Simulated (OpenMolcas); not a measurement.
**One shape, several levels: CH6Si (methylsilane)**

We compute a comparison of 6 runs (HF/def2-TZVP, B3LYP/def2-TZVP, BHLYP/def2-TZVP, M06-2X/def2-TZVP, PBE/def2-TZVP, SVWN5/def2-TZVP) of CH6Si (methylsilane). 

The results are computed with OpenMolcas 26.06.

## (1) The molecule

The species is CH6Si (8 atoms), meant as a singlet with charge 0. As SMILES, `C[SiH3]`. Geometry: relaxed at PBE0-D4/def2-TZVP.

Bond lengths: C1–Si2 1.871 Å, C1–H3 1.092 Å, C1–H4 1.092 Å, C1–H5 1.092 Å, Si2–H6 1.488 Å, Si2–H7 1.488 Å, Si2–H8 1.488 Å. Some angles: C1–Si2–H6 110.7°, C1–Si2–H7 110.7°, C1–Si2–H8 110.7°, Si2–C1–H3 110.8°, Si2–C1–H4 110.8°, Si2–C1–H5 110.8°, H6–Si2–H7 108.2°, H6–Si2–H8 108.2°, H7–Si2–H8 108.2°, H3–C1–H4 108.1°.

## (2) Energy and forces at HF/def2-TZVP (run 1)

Contents of job.inp:

```
&gateway
 baslib=$CurrDir
 coord
 8
 angstrom
 C       -0.181500       0.239740      -0.940300
 Si       0.162420      -0.214550       0.841500
 H       -1.240470       0.112510      -1.175580
 H        0.395470      -0.391420      -1.619800
 H        0.086600       1.280720      -1.133860
 H       -0.624960       0.646220       1.765390
 H        1.605560      -0.040010       1.159870
 H       -0.203110      -1.633210       1.102780
 basis=def2-TZVP
 group=NoSym

&seward

&scf
 thresholds=1e-10 1e-07 1e-07 1e-05
 prorbitals=1 1

&alaska
```

The basis set def2-TZVP is read from a file made from the Basis Set Exchange's data (not shown).

The run is started by

```
export MOLCAS_MEM=1860
pymolcas job.inp > job.log
```

What it wrote:

```text
--- Start Module: gateway ---
[...]
--- Stop Module: gateway /rc=_RC_ALL_IS_WELL_ ---
[...]
      Basis functions          104
[...]
--- Start Module: scf ---
[...]
       Convergence after  11 Iterations
[...]
::    Total SCF energy                               -330.3198684412
[...]
      Total spin, S                                     0.0000000000
[...]
      Total electronic charge=   26.000000
      Total            charge=   -0.000000
[...]
      Dipole Moment (debye):
      Origin of the operator (angstrom)=    0.0518   -0.0685    0.2685
                   X= -1.4017E-01               Y=  1.8514E-01               Z= -7.2611E-01           Total=  7.6234E-01
      Quadrupole Moment (debye*angstrom):
[...]
--- Stop Module: scf /rc=_RC_ALL_IS_WELL_ ---
[...]
--- Start Module: alaska ---
[...]
 *              Molecular gradients               *
 **************************************************
  Irreducible representation: a
 ------------------------------------------------------------------------------------------
                              X                       Y                       Z
 ------------------------------------------------------------------------------------------
  C1                1.20135034611635E-03   -1.59625828979104E-03    6.24970439761885E-03
  SI2              -1.17295831195663E-03    1.54914258203465E-03   -6.07236669740541E-03
  H3               -4.83763174970742E-03   -6.83326810112572E-04   -7.19657374525395E-04
  H4                2.74842202856140E-03   -3.02367461271724E-03   -2.78090884339655E-03
  H5                1.31648471897794E-03    4.73641785493006E-03   -5.27006735989044E-04
  H6               -1.79980252731826E-03    1.96172718786491E-03    2.26242819234246E-03
  H7                3.36697616813630E-03    3.73971237768389E-04    8.60283829728248E-04
  H8               -8.22840672802139E-04   -3.31799914994413E-03    7.27523231637384E-04
[...]
--- Stop Module: alaska /rc=_RC_ALL_IS_WELL_ ---
[...]
```

Run time: 13 s. Hardware: 1 thread of Arm Neoverse V1, shared host; peak memory 0.59 GiB.

## (3) Energy and gradient at B3LYP/def2-TZVP (run 2)

Contents of input.xyz:

```xyz
8

C     -0.181500     0.239740    -0.940300
Si     0.162420    -0.214550     0.841500
H     -1.240470     0.112510    -1.175580
H      0.395470    -0.391420    -1.619800
H      0.086600     1.280720    -1.133860
H     -0.624960     0.646220     1.765390
H      1.605560    -0.040010     1.159870
H     -0.203110    -1.633210     1.102780
```

Contents of calc.inp:

```
>>> EXPORT MOLCAS_PRINT=2
&GATEWAY
BasLib
$CurrDir
Coord
input.xyz
Basis
def2-TZVP
Group
NoSym
&SEWARD
GridInput
Grid=UltraFine
End of Grid
&SCF
KSDFT
B3LYP
Thresholds
1e-10 1e-07 1e-07 1e-05
PrOrbitals
1 2
&ALASKA
```

The basis set def2-TZVP is read from a file made from the Basis Set Exchange's data (not shown).

The run is started by

```
export MOLCAS_MEM=1860
pymolcas calc.inp > calc.log
```

What it wrote:

```text
--- Start Module: gateway ---
[...]
--- Stop Module: gateway /rc=_RC_ALL_IS_WELL_ ---
[...]
      Basis functions          104
[...]
--- Start Module: scf ---
[...]
       Convergence after  14 Iterations
[...]
::    Total KS-DFT energy                            -331.2601977413
[...]
      Total spin, S                                     0.0000000000
[...]
      Total electronic charge=   26.000000
      Total            charge=   -0.000000
[...]
      Dipole Moment (debye):
      Origin of the operator (angstrom)=    0.0518   -0.0685    0.2685
                   X= -1.4829E-01               Y=  1.9587E-01               Z= -7.6822E-01           Total=  8.0655E-01
      Quadrupole Moment (debye*angstrom):
[...]
--- Stop Module: scf /rc=_RC_ALL_IS_WELL_ ---
[...]
--- Start Module: alaska ---
[...]
 *              Molecular gradients               *
 **************************************************
  Irreducible representation: a
 ------------------------------------------------------------------------------------------
                              X                       Y                       Z
 ------------------------------------------------------------------------------------------
  C1                3.44568346893781E-04   -4.64417599400635E-04    1.81073686246602E-03
  SI2              -7.25913564335157E-04    9.60570131956384E-04   -3.75720441401306E-03
  H3               -4.31526154255568E-04   -1.52221581748768E-04    2.52410427092453E-04
  H4                3.45685852593869E-04   -3.94730961399192E-04    3.98163234631710E-05
  H5                1.99236715897610E-04    4.05857911211616E-04    2.70979893556511E-04
  H6               -7.88810740284029E-04    8.63915903340784E-04    8.81377367943692E-04
  H7                1.42741150567538E-03    1.84367585058909E-04    2.80082936657045E-04
  H8               -3.70651962194879E-04   -1.40334138902887E-03    2.21800602816069E-04
[...]
--- Stop Module: alaska /rc=_RC_ALL_IS_WELL_ ---
[...]
```

It took 53 s on 1 thread of Arm Neoverse V1, shared host; peak memory 0.59 GiB.

Runs 3 to 5 aren't shown in full; the table further down has their settings and results.

## (4) Energy and forces at SVWN5/def2-TZVP (run 6)

Contents of mol.input:

```
* CH6Si Kohn-Sham DFT

&GATEWAY
  BASLIB = $CurrDir
  COORD
  8
  angstrom
  C       -0.181500       0.239740      -0.940300
  Si       0.162420      -0.214550       0.841500
  H       -1.240470       0.112510      -1.175580
  H        0.395470      -0.391420      -1.619800
  H        0.086600       1.280720      -1.133860
  H       -0.624960       0.646220       1.765390
  H        1.605560      -0.040010       1.159870
  H       -0.203110      -1.633210       1.102780
  BASIS = def2-TZVP
  GROUP = NoSym

&SEWARD
  GRIDINPUT
  Grid=UltraFine
  End of Grid

&SCF
  KSDFT = SVWN5
  THRESHOLDS = 1e-10 1e-07 1e-07 1e-05
  PRORBITALS = 1 2

&ALASKA
```

The basis set def2-TZVP is read from a file made from the Basis Set Exchange's data (not shown).

The run is started by

```
export MOLCAS_MEM=1860
pymolcas mol.input > mol.log
```

What it wrote:

```text
--- Start Module: gateway ---
[...]
--- Stop Module: gateway /rc=_RC_ALL_IS_WELL_ ---
[...]
      Basis functions          104
[...]
--- Start Module: scf ---
[...]
       Convergence after  16 Iterations
[...]
::    Total KS-DFT energy                            -329.6440613569
[...]
      Total spin, S                                     0.0000000000
[...]
      Total electronic charge=   26.000000
      Total            charge=   -0.000000
[...]
      Dipole Moment (debye):
      Origin of the operator (angstrom)=    0.0518   -0.0685    0.2685
                   X= -1.5688E-01               Y=  2.0722E-01               Z= -8.1272E-01           Total=  8.5326E-01
      Quadrupole Moment (debye*angstrom):
[...]
--- Stop Module: scf /rc=_RC_ALL_IS_WELL_ ---
[...]
--- Start Module: alaska ---
[...]
 *              Molecular gradients               *
 **************************************************
  Irreducible representation: a
 ------------------------------------------------------------------------------------------
                              X                       Y                       Z
 ------------------------------------------------------------------------------------------
  C1               -1.68398882731990E-03    2.21520171859013E-03   -8.69949275969084E-03
  SI2               1.31028241929521E-03   -1.72894788161959E-03    6.79004180614307E-03
  H3                5.26446785545387E-03    7.03198149640871E-04    9.29572031403758E-04
  H4               -2.94089553014731E-03    3.22747434694226E-03    3.15611546443328E-03
  H5               -1.39160107216840E-03   -5.15310678814895E-03    7.18908520091044E-04
  H6                1.51106784048793E-03   -1.65205505804122E-03   -1.77627568390060E-03
  H7               -2.76987659835282E-03   -3.32889033497763E-04   -6.13651372377344E-04
  H8                7.00543912732887E-04    2.72112454611895E-03   -5.05218006170205E-04
[...]
--- Stop Module: alaska /rc=_RC_ALL_IS_WELL_ ---
[...]
```

Run time: 37 s. Hardware: 1 thread of Arm Neoverse V1, shared host; peak memory 0.59 GiB.

## (5) Overview of the runs

| run | level | integration grid | energy (Eh) | dipole moment (D) | HOMO energy (eV) | LUMO energy (eV) | wall time |
| --- | --- | --- | --- | --- | --- | --- | --- |
| 1 | HF/def2-TZVP | – | -330.319868 | 0.76 | -12.43 | 3.22 | 13 s |
| 2 | B3LYP/def2-TZVP | UltraFine | -331.260198 | 0.81 | -9.00 | 0.42 | 53 s |
| 3 | BHLYP/def2-TZVP | UltraFine | -331.202347 | 0.78 | -10.46 | 1.35 | 50 s |
| 4 | M06-2X/def2-TZVP | UltraFine | -331.175922 | 0.72 | -10.36 | 1.37 | 62 s |
| 5 | PBE/def2-TZVP | UltraFine | -331.006942 | 0.86 | -7.91 | -0.08 | 47 s |
| 6 | SVWN5/def2-TZVP | UltraFine | -329.644061 | 0.85 | -7.99 | -0.24 | 37 s |

## (6) Summary of results

| quantity | value |
| --- | --- |
| run 6: total energy | -329.64406 Eh |
| run 6: dipole moment | 0.85 D |
| run 6: HOMO energy | -7.99 eV |
| run 6: LUMO energy | -0.24 eV |
| run 6: HOMO–LUMO gap | 7.75 eV |
| run 6: largest force on an atom | 0.470 eV/Å |

The dipole moment (its size) runs from 0.72 D (M06-2X/def2-TZVP) to 0.86 D (PBE/def2-TZVP). The HOMO–LUMO gap runs from 7.75 eV (SVWN5/def2-TZVP) to 15.65 eV (HF/def2-TZVP). Exact exchange widens orbital gaps. Totals of different functionals can't be ranked against each other. All runs together took 4.3 min, the longest 62 s.
